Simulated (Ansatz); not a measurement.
# TO(Γ) frequency of some III–V compounds

Method: LDA in Ansatz (PAW). References are measured values at room or unstated temperature, uncorrected, so that the deviations hold thermal and zero-point effects besides the level's error.

Values in cm⁻¹.

```csv
solid,reference,LDA,deviation (%)
zinc-blende AlAs,361†,358,-0.8
zinc-blende GaP,366†,365,-0.3
cubic BN,1055†,1068,+1.2
zinc-blende BP,794†,821,+3.4
zinc-blende InP,307†,304,-1.0
zinc-blende GaAs,271,269,-0.7
```

Over these 6 solids the mean deviation is +0.3 %, the mean absolute deviation 1.2 % (median 0.9 %), and the worst case zinc-blende BP at +3.4 % (its reference is marked and can be at fault); the value is too low in 4 of 6 cases.

Spin–orbit coupling is left out, also for the solids with elements from indium on (zinc-blende InP); its size isn't shown.

† marks references with one source in our tables, § those from which another value on file, of any temperature, differs by over 15 %.

Differences are worked out from the printed values.

Each level is taken at its own relaxed cell. Ansatz's density-functional and Hartree–Fock values are scalar-relativistic unless marked +SOC, with PAW data made under PBE.

Not in this set, of the III–V compounds with a reference value in our tables and a result at some level: 3 for a doubt noted on the run at LDA (zinc-blende GaSb, zinc-blende InAs, zinc-blende InSb). These can be a level's worst cases. At least 1 more with a reference value is held back for tests. Layered and molecular crystals are counted apart.

References as tabulated in Han and Bester (2011), arXiv:1107.0196; Giannozzi et al., Phys. Rev. B (1991); Ioffe Institute, NSM Archive: BN, mechanic properties page; Solozhenko et al. (2014), arXiv:1505.05714 and others.

Ansatz is a first-principles code.
